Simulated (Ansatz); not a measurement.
Run this with the Python package of Ansatz (0.2.0) and show what comes out.

The script, `run_cas.py`:
```python
import logging
import sys

import ansatz as az

logging.basicConfig(stream=sys.stdout, format="%(levelname)s %(message)s")
log = logging.getLogger("ansatz_job")
log.setLevel(logging.INFO)

params = {
    "basis": "def2-SVP",
}

GEOMETRY = """
B     0.00000    0.00000    0.00000
F     0.00000    0.00000    1.43000
"""


def main() -> None:
    system = az.Crystal.molecule()
    for line in GEOMETRY.strip().splitlines():
        symbol, *xyz = line.split()
        system = system.atom(symbol, [float(v) for v in xyz])

    job = (
        system.calculation()
        .basis(gaussian=params["basis"])
        .correlation(active_electrons=6, active_orbitals=7)
    )
    for method in [None, "sc_nevpt2", "fic_mrcisd_q"]:
        summary = (job if method is None else job.correlation(method)).run().report
        space = summary["configurations"]
        state = space["states"][0]
        print(method or "casscf", f"total {summary['free_energy_ev'] / 27.211386246:.6f} Ha, active-space state {state['energy']['hartree']:.6f} Ha, mean field {summary['reference_energy_ev'] / 27.211386246:.6f} Ha")
        print("  determinants", state["n_determinants"], " natural occupations", [round(n, 3) for n in space["natural_occupations"]])
    print("effectively unpaired electrons, sum of min(n, 2 - n):", round(sum(min(n, 2 - n) for n in space["natural_occupations"]), 3))


if __name__ == "__main__":
    main()
```

```console
$ python run_cas.py
casscf total -124.087704 Ha, active-space state -124.087704 Ha, mean field -123.980312 Ha
  determinants 1225  natural occupations [1.979, 1.978, 1.977, 0.023, 0.021, 0.021, 0.001]
RunWarning: the results are in doubt because another end's mean lies 0.451 eV lower, and its corrected mean 0.523 eV higher
sc_nevpt2 total -124.232887 Ha, active-space state -124.071141 Ha, mean field -123.980312 Ha
  determinants 617  natural occupations [1.981, 1.98, 1.879, 0.065, 0.062, 0.022, 0.011]
fic_mrcisd_q total -124.256550 Ha, active-space state -124.087702 Ha, mean field -123.980312 Ha
  determinants 617  natural occupations [1.979, 1.978, 1.977, 0.023, 0.021, 0.021, 0.001]
effectively unpaired electrons, sum of min(n, 2 - n): 0.133
```
(Warnings from the package without file and line.)

What to keep in mind:
- Total energies depend on the basis set; only differences at equal settings carry meaning.
- The geometry is a force-field or estimated start, not a minimum of this method, and the basis set is short of its limit. The active space starts as a window about the frontier orbitals and is then optimised, not chosen by chemistry.
- The spin state was assumed, and another may lie lower.
- A lower CASSCF solution was found and passed over, so the printed active-space state isn't the lowest.
- Wall time of the script: 25 s on 1 thread of Arm Neoverse V1, with other jobs on the host, peak memory 0.21 GiB.

(Lines on the test bed's own set-up are left out of the output.)
